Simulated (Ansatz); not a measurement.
We consider fcc Ir, described by RPBE (Ansatz, a quantum-chemistry and plane-wave program, plane waves, PAW).

Numerical settings: plane-wave cutoff 520 eV, 24×24×24 k mesh, Fermi–Dirac smearing 0.05 eV, no spin polarisation, scalar-relativistic PAW data made under PBE.

Computed at the level's own relaxed cell.

Give the computed equilibrium volume per atom, bulk modulus, equilibrium lattice constant a and pressure derivative B′ of the bulk modulus.


* **equilibrium volume per atom**: 14.67 Å³/atom
* **bulk modulus**: 331 GPa
* **equilibrium lattice constant a**: 3.886 Å
* **pressure derivative B′ of the bulk modulus**: 5.1

The run finds no gap.

Measured, for comparison: equilibrium volume per atom 14.06 Å³/atom, lattice constant a 3.831 Å (static lattice: zero-point anharmonic expansion removed; as tabulated in Mejia-Rodriguez and Trickey (2018), arXiv:1807.09216); bulk modulus 365 GPa (corrected for temperature and zero-point phonon effects; as tabulated in Levämäki et al. (2014), arXiv:1402.3671). Computed (rounded) less measured: equilibrium volume per atom +4.3 %, bulk modulus -9 %, lattice constant a +1.4 %.

Spin–orbit coupling is not included.

Static lattice: no zero-point or thermal effects.

Cost on a shared machine: roughly 50 core-seconds.
